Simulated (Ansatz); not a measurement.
Energy needed to pull apart SiH2SO (SMILES O1[SiH2]S1), singlet, into free ground-state atoms, from the structure below (displaced at random from a GFN2-xTB minimum); no zero-point or spin–orbit terms; open-shell atoms are treated unrestricted, in their ground-state multiplicity.

| atom | x (Å) | y (Å) | z (Å) |
| --- | --- | --- | --- |
| O1 | -0.0018 | -0.3034 | 1.2972 |
| Si2 | -0.2267 | 0.2223 | -0.2345 |
| S3 | 1.2430 | -1.1388 | 0.4140 |
| H4 | -1.3347 | -0.3799 | -0.9274 |
| H5 | 0.2278 | 1.5052 | -0.4977 |

Program: Ansatz 0.2.0. Basis: def2-TZVPP. Cores are frozen in the correlated methods.

```
   method  atomization energy (kJ/mol)
   PBE-D4                            ?
  BLYP-D4                         1498
r2SCAN-D4                         1507
  PBE0-D4                         1479
 HSE06-D4                         1481
  wB97M-V                            ?
       HF                          934
      MP2                         1482
     CCSD                         1398
  CCSD(T)                         1437
```

Task: What does PBE-D4 give? (To be estimated.)

Result: The calculation gives: 1532 kJ/mol, which is about 95 kJ/mol more than CCSD(T)/def2-TZVPP.

Task: What does wB97M-V give? (Judge from chemistry; the value comes from the calculation.)

Result: The calculation gives: 1513 kJ/mol, which is about 76 kJ/mol more than CCSD(T)/def2-TZVPP.

In triple zeta the MP2 and coupled-cluster atomization energies are still short of their basis limit by a few kcal/mol a bond, whereas those of the functionals are nearly converged, so these differences are not deviations from converged CCSD(T).

The T1 diagnostic stays at or below 0.016.

For scale, one of the runs: CCSD(T)/def2-TZVPP forces, 143 basis functions (an equivalent command: `ansatz run in.yaml --threads 4`). Time: 24 s of wall clock on 4 CPU threads; the host was shared. Peak host memory: 1.4 GiB.
